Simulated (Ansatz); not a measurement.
## Basis-set limit of SiH$_{2}$, triplet

| atom | x (Å) | y (Å) | z (Å) |
| --- | --- | --- | --- |
| H | 0.0000 | 0.0000 | -1.2757 |
| H | 0.0000 | 0.0000 | -0.2047 |
| Si | 0.0000 | 0.0000 | 1.4803 |

Ansatz 0.2.0, UHF determinant, valence electrons correlated. Energies in eV.

```
       set  X  functions  Hartree–Fock  MP2 correlation  CCSD(T) correlation                                                                                                             time
def2-TZVPP  3         70    -7889.1453          -2.6156              -3.6349                9.5 s on 1 × NVIDIA H100 80GB HBM3 with 1 thread of AMD EPYC 7R13 Processor (Zen 3) (shared host)
def2-QZVPP  4        130    -7889.3722          -2.7835              -3.7670  10 s on 1 × NVIDIA H100 80GB HBM3 with 1 thread of AMD EPYC 7R13 Processor (Zen 3), with other jobs on the host
```

Hartree–Fock is taken to follow E(X) = E∞ + A·exp(−7.88·√X), correlation E(X) = E∞ + B·X^−2.97.

Cautions: lower spins were not checked; higher spins were not checked; strong correlation; ⟨S²⟩ of the determinant is 2.21 against 2.00, spin contaminated.

Task: Work out the CCSD(T) energy at the limit, and how far the shortcut misses it that extrapolates MP2 and adds CCSD(T) minus MP2 from the smaller set.

Result: Hartree–Fock: E∞ = E4 + 0.1377·(E4 − E3) = -7889.4034. Correlation: E∞ = E4 + 0.7407·(E4 − E3) = -3.8649 for CCSD(T) and -2.9079 for MP2. The limit is -7893.2683 eV, 0.129 eV below def2-QZVPP. The shortcut gives a correlation energy of -2.9079 + (-1.0193) = -3.9272, 62 meV lower than the direct value.

Past Ne part of the Hartree–Fock step between the two sets comes from the cores, which don't follow the formula, so the 31 meV that it adds to the total can overshoot; that part largely cancels in differences.
